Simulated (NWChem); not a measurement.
System: chlorine (Cl2); SMILES ClCl

```xyz
2

Cl     0.0000     0.0000     1.0215
Cl     0.0000     0.0000    -1.0215
```
Atoms are numbered in this order, from 1.

Results from NWChem. Geometry: optimised at B3LYP/6-31G* (spherical d).

**Question.** Taking PBE/cc-pVQZ as the yardstick, which of these has the fewest basis functions while keeping “highest occupied level (eV)” within 0.1 eV of it: PBE/aug-cc-pVDZ; PBE/aug-cc-pVTZ; PBE/cc-pVDZ; PBE/cc-pVTZ?

**Answer.** PBE/aug-cc-pVDZ.
```csv
level,basis functions,highest occupied level (eV),relative time (rough)
PBE/cc-pVDZ,36,-7.26,1
PBE/aug-cc-pVDZ,54,-7.44,2
PBE/cc-pVTZ,68,-7.36,3
PBE/aug-cc-pVTZ,100,-7.43,5
PBE/cc-pVQZ,118,-7.39,9
```

The yardstick is one finite set, not the basis-set limit.
